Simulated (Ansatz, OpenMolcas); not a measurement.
**BH2Cl (SMILES BCl): methods side by side**

The species is BH2Cl (4 atoms), meant as a singlet with charge 0. SMILES: `BCl`. Geometry: relaxed at PBE0-D4/def2-TZVP.

```xyz
4

B    -0.1167    0.0217   -0.0753
Cl    1.3650   -0.3953    0.7212
H    -1.1062   -0.5595    0.2404
H    -0.0866    0.8728   -0.9066
```

Each level gives the energy change with the B1–Cl2 bond stretched from 1.733 to 4.333 Å (eV). The values are calculated.

```json
{"level": "PBE/STO-3G (restricted)", "kind": "GGA", "program": "Ansatz", "value (eV)": "6.88", "less FCI/STO-3G": "+1.43", "CPU time (all runs)": "1.8 s"}
{"level": "B3LYP/STO-3G (unrestricted)", "kind": "global hybrid", "program": "OpenMolcas", "value (eV)": "6.01", "less FCI/STO-3G": "+0.56", "CPU time (all runs)": "18 s"}
{"level": "HSE06/STO-3G (restricted)", "kind": "range-separated hybrid", "program": "Ansatz", "value (eV)": "7.60", "less FCI/STO-3G": "+2.15", "CPU time (all runs)": "2.5 s"}
{"level": "wB97M-V/STO-3G (restricted)", "kind": "range-separated hybrid", "program": "Ansatz", "value (eV)": "8.41", "less FCI/STO-3G": "+2.96", "CPU time (all runs)": "24 s"}
{"level": "wB97X/STO-3G (restricted)", "kind": "range-separated hybrid", "program": "Ansatz", "value (eV)": "8.50", "less FCI/STO-3G": "+3.05", "CPU time (all runs)": "11 s"}
{"level": "MRCI(2,2)/STO-3G", "kind": "multireference", "program": "OpenMolcas", "value (eV)": "5.43", "less FCI/STO-3G": "-0.02", "CPU time (all runs)": "3.5 s"}
{"level": "CCSD/STO-3G (restricted)", "kind": "coupled cluster or CI", "program": "Ansatz", "value (eV)": "5.52", "less FCI/STO-3G": "+0.07", "CPU time (all runs)": "0.28 s"}
{"level": "FCI/STO-3G", "kind": "exact in the basis", "program": "Ansatz", "value (eV)": "5.45", "less FCI/STO-3G": "0.00", "CPU time (all runs)": "0.92 s"}
```

FCI/STO-3G is exact within its basis and frozen core, so for wave-function methods in that basis the difference is their error; functionals converge differently with the basis, so for them it is only a difference. The first shape isn't each level's own minimum. The values span 5.43 to 8.50 eV. Spin contamination of the reference (⟨S²⟩ at least 0.1 too high) touches B3LYP/STO-3G. All rows use very small basis sets, so even the best lies far from the true value. CPU times are rough (shared hosts, several kinds of processor): they show what a rung costs within a factor of a few.
